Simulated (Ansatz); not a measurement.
A run of Ansatz (development build ahead of 0.2.0) on singlet Na₂ at this shape:

```yaml
atoms:
  - { symbol: Na, position_ang: [0.0020, -0.0251, -1.5195] }
  - { symbol: Na, position_ang: [0.0330, -0.0371, 1.5571] }
```

Its results:

```
Converged                       : yes
Total energy                    : -323.68117 hartree
Spin squared of the determinant : 0.000
```

Q: Which input gives this output? Name the method, the orbitals and the basis set, and write the input.

A: RHF in 6-31G. An unrestricted run that stays on the closed shell gives the same numbers.

```yaml
crystal:
  periodic: [false, false, false]
  atoms:
    - { symbol: Na, position_ang: [0.00199, -0.02508, -1.51951] }
    - { symbol: Na, position_ang: [0.03304, -0.03711, 1.55711] }
basis:
  gaussian: { orbitals: "6-31G" }
hamiltonian:
  xc: hf
```
